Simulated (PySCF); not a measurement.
Species: C2H3N2P.
SMILES: `C1=NNC=P1`

Linear response at CAM-B3LYP/def2-SVPD (PySCF, frozen core in the response, non-relativistic). Geometry: PBE0-D3(BJ)/def2-SVP; no solvent, vibrations or thermal averaging.

Static isotropic polarisability: 58.84 au (8.72 Å³), principal values 40.3, 65.4, 70.9 au.

Question: What is the polarisability at 1064 nm and at the sodium D line?

Answer: 59.52 au at 1064 nm (+1.1 %), 61.16 au at 589.3 nm (+3.9 %). The rise at 589.3 nm is 3.42 times that at 1064 nm; a pure ω² law gives 3.26. The lowest singlet lies at 216 nm, shorter than both wavelengths.

Question: What is the isotropic C6 coefficient between two such molecules, C6 = (3/π)∫α(iω)² dω?

Answer: 1280 au (Eh·bohr⁶) by a ten-point quadrature over imaginary frequencies, which is 765 eV·Å⁶ or 73.8 J·nm⁶/mol.

Question: Which effective excitation energy ω̄ makes London's formula C6 = (3/4)α²ω̄ exact here?

Answer: ω̄ = 4·C6/(3α²) = 0.493 Eh = 13.4 eV. A one-pole form α(ω) = α/(1 − ω²/ω̄²) fitted to the 1064 nm value gives 10.9 eV.

Question: The lowest 6 singlets have (eV, f): 5.75, 0.110; 5.93, 0.010; 6.11, 0.019; 6.38, 0.000; 6.47, 0.001; 6.65, 0.018. What share of the static polarisability do they carry in the sum over states α = Σ f/ω²?

Answer: 3.37 au, 5.7 % of α; the largest term, 2.46 au, is that of the state at 5.75 eV. Their oscillator strengths add up to 0.16. Higher states carry the rest.

Question: How anisotropic is the static polarisability, by Δα² = ½[(α1 − α2)² + (α2 − α3)² + (α3 − α1)²]?

Answer: Δα = 28.3 au, or 0.48 of the isotropic value.

Question: How many electrons N does the Slater–Kirkwood formula C6 = (3/4)·√N·α^(3/2) need to give this C6?

Answer: N = (4·C6/3)²/α³ = 14.3; the species has 44 electrons in all.

Question: What does −C6/R⁶ come to at R = 8 Å between centres?

Answer: -280 J/mol. This is the leading, orientation-averaged term; C8 and higher terms are left out.

Hardware: one thread, Arm Neoverse V1 (aarch64), shared host. Cost: 11 s of wall time, 0.60 GiB resident at most. This is the whole response run at CAM-B3LYP/def2-SVPD, SCF included.
